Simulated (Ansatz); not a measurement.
Li2Al⁺. Total charge 1; triplet. Geometry PBE-D4/def2-TZVP; atoms count from 1.

Cartesian coordinates in Å:
```
Al -0.317 1.180 -0.023
Li 1.933 -0.135 -1.126
Li -1.616 -1.045 1.149
```

At PBE0-D4/def2-TZVP a singlet of charge 1 lies 0.54 eV below the triplet, each at its own geometry. The structure comes from a short search, and lower isomers may exist.

(1) Estimate the Mulliken populations from the PBE0/def2-TZVP orbitals of Ansatz.

(2) Where does the spin sit?

(3) And the Mayer bond orders between heavy atoms (over 0.3)?

Results:

(1) 
```
atom  charge (e)  spin (α − β)
 Al1       -0.41          1.50
 Li2        0.70          0.25
 Li3        0.70          0.25
```
Mulliken values depend strongly on the basis.

(2) Summed by element: Al 1.50, Li 0.50, of 2 unpaired in all. Largest on single atoms: Al1 1.50, Li2 0.25, Li3 0.25.

(3) Al1–Li2 0.44 (2.83 Å); Al1–Li3 0.44 (2.83 Å).
